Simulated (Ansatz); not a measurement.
A nudged elastic band was laid between two geometries of CH5B + ClH (9 atoms, charge 0, multiplicity 1).

These are results of RKS CAM-B3LYP/6-31G* in Ansatz, not measurements.

```json
{
  "movable images": "7",
  "climbing image": "yes",
  "spring": "5.0 eV/Å²",
  "optimiser": "quadratic models (default)",
  "start path": "through a guess of the saddle point",
  "force threshold": "0.05 eV/Å",
  "iteration limit": "60",
  "end points": "relaxed"
}
```

First end point:

```xyz
9
Properties=species:S:1:pos:R:3
B 0.023 0.162 0.287
C 0.064 0.404 1.831
H -0.867 0.176 2.359
H 0.908 -0.065 2.345
H 0.214 1.492 1.938
H 1.037 0.020 -0.333
H -1.002 0.263 -0.321
Cl -0.306 -2.772 0.394
H -0.506 -2.866 1.661
```

Last end point:

```xyz
9
Properties=species:S:1:pos:R:3
B -0.077 -0.658 -0.786
C -0.011 0.012 2.666
H -0.889 0.313 3.241
H 0.878 0.059 3.299
H 0.115 0.691 1.818
H 1.032 -0.228 -0.781
H -1.050 0.024 -0.771
Cl -0.287 -2.389 -0.835
H -0.146 -1.012 2.308
```

Which bonds break or form, and what moves?

Bonds broken: B1–C2, Cl8–H9. Bonds formed: B1–Cl8, C2–H9. CH5B + ClH becomes BClH2 + CH4.

Give the energies along the band, and the barrier.

It converged. The highest image is number 3 of 0 to 8, 18.5 kcal/mol above the first end and 45.8 kcal/mol above the last; the last end lies 27.3 kcal/mol below the first. A vibrational analysis at the climbing image gives one clearly imaginary mode, 1062i cm⁻¹: a first-order saddle point. The orbitals stay closed-shell, which can raise the energy where a bond breaks towards radicals; this wasn't checked here.

```tsv
image	path coordinate (Å)	energy (kcal/mol)	B1–C2 (Å)	Cl8–H9 (Å)	B1–Cl8 (Å)
0	0.00	0.0	1.56	1.29	2.95
1	0.68	0.6	1.56	1.29	2.95
2	1.37	4.8	1.58	1.30	2.70
3	2.05	18.5	1.69	1.51	2.17
4	2.62	-3.4	2.02	1.97	1.90
5	3.19	-19.0	2.48	2.34	1.78
6	3.75	-25.1	2.87	2.71	1.75
7	4.32	-27.0	3.22	3.08	1.75
8	4.88	-27.3	3.52	3.43	1.75
```

What is the geometry of the highest image?


```xyz
9
Properties=species:S:1:pos:R:3
B -0.031 -0.267 0.272
C -0.008 0.050 1.930
H -0.949 -0.018 2.482
H 0.819 -0.313 2.546
H 0.186 1.117 1.757
H 1.041 -0.157 -0.223
H -1.037 0.106 -0.234
Cl -0.297 -2.423 0.326
H -0.159 -1.283 1.305
```

What are the harmonic wavenumbers there?

1062i, 223, 371, 431, 536, 729, 788, 850, 970, 1094, 1104, 1215, 1352, 1498, 1515, 1672, 2682, 2798, 3071, 3143, 3181 cm⁻¹.

Run time: 3.1 min on 2 threads of Intel(R) Xeon(R) Platinum 8259CL CPU @ 2.50GHz (Skylake/Cascade Lake), with other jobs on the host, peak memory 0.16 GiB.
